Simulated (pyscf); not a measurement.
## Elimination: H₃C–CH₂–AlH₂ (SMILES C[CH2][AlH2]) → H₂C=CH₂ (SMILES C=C) + AlH₃ (SMILES [AlH3])

Gas phase, singlet surface, charge 0. Bonds broken: C1–H4, C2–Al3. Bonds formed: Al3–H4. PySCF, gas phase, ωB97X-D3(BJ)/def2-SVP geometries. MP2 and CC: frozen core, UHF for open shells. ΔMP2 is the change of the MP2 total energy from the triple- to the quadruple-zeta basis.

Transition state (Å):

```xyz
10

C     -1.9601     1.1486    -0.6360
C     -0.8966     0.3761    -0.1598
Al    -2.3881    -1.0925    -0.6377
H     -3.3520     0.1748    -1.1098
H     -2.6254     1.6723     0.0566
H     -1.9517     1.5436    -1.6560
H     -0.7306     0.2985     0.9184
H     -0.0475     0.1688    -0.8172
H     -2.9146    -1.6738     0.7385
H     -1.8713    -1.8695    -1.9176
```

One imaginary mode, 765i cm⁻¹; descent along it reached the two sides named, in the forms told below.

```
bond    change  reactant side (Å)  saddle  product side
------  ------  -----------------  ------  ------------
C1–H4   breaks              1.111   1.764           2.8
C2–Al3  breaks              1.955   2.147         2.578
Al3–H4   forms                2.6   1.661         1.595
```

Electronic energies relative to the reactant's lowest minimum found (kcal/mol):

```csv
level,barrier,reaction energy,reverse barrier
ωB97X-D3(BJ)/def2-TZVP,32.2,+35.2,-3.1
PBE/def2-TZVP,26.0,+32.8,-6.8
r²SCAN/def2-TZVP,26.6,+34.1,-7.5
B3LYP-D3(BJ)/def2-TZVP,29.8,+30.5,-0.7
PBE0-D3(BJ)/def2-TZVP,29.5,+36.2,-6.8
M06-2X/def2-TZVP,30.8,+34.5,-3.7
ωB97M-D3(BJ)/def2-TZVP,31.6,+32.3,-0.7
HF/def2-TZVP,39.1,+24.4,14.6
MP2/def2-QZVPP,34.0,+34.3,-0.2
CCSD/def2-TZVPP,34.2,+30.8,3.4
CCSD(T)/def2-TZVPP,32.1,+31.0,1.1
CCSD(T)/def2-TZVPP + ΔMP2(QZVPP),32.1,+31.4,0.8
```

With CCSD(T)/def2-TZVPP + ΔMP2(QZVPP) energies and thermal terms (ideal gas, 1 atm, RRHO with modes under 100 cm⁻¹ raised to 100, one conformer, R ln 2 for chiral ones without a mode under 150 cm⁻¹), in kcal/mol:

| T (K) | ΔH‡ | ΔG‡ | ΔH | ΔG |
|---|---|---|---|---|
| 298 | 29.3 | 30.9 | +27.4 | +18.6 |
| 600 | 29.0 | 32.6 | +26.9 | +10.0 |
| 900 | 28.8 | 34.4 | +26.2 | +1.6 |
| 1200 | 28.5 | 36.4 | +25.3 | -6.5 |

On the reactant side the descent ends in a point that may be a rotor saddle (no frequency run), 3.0 kcal/mol over the lowest minimum found and 29.2 kcal/mol under the saddle at ωB97X-D3(BJ)/def2-TZVP. On the product side the descent ends in a bound adduct, 14.3 kcal/mol under the separated species and 11.2 kcal/mol under the saddle at ωB97X-D3(BJ)/def2-TZVP. At ωB97X-D3(BJ)/def2-TZVP, PBE, r²SCAN, B3LYP-D3(BJ), PBE0-D3(BJ), M06-2X, ωB97M-D3(BJ)/def2-TZVP, MP2 the saddle lies under the separated products, which points to a path from their complex (located at ωB97X-D3(BJ) alone), and parting the products costs more than the saddle. At the saddle there is also a short Al–C contact that neither side keeps. This saddle turned up in a search for another step; its sides and bond changes are read from the two ends of the descent. One saddle was located; it need not be the lowest between these sides. The CCSD(T) − MP2 part came from Ansatz, without density fitting, on the same reference.
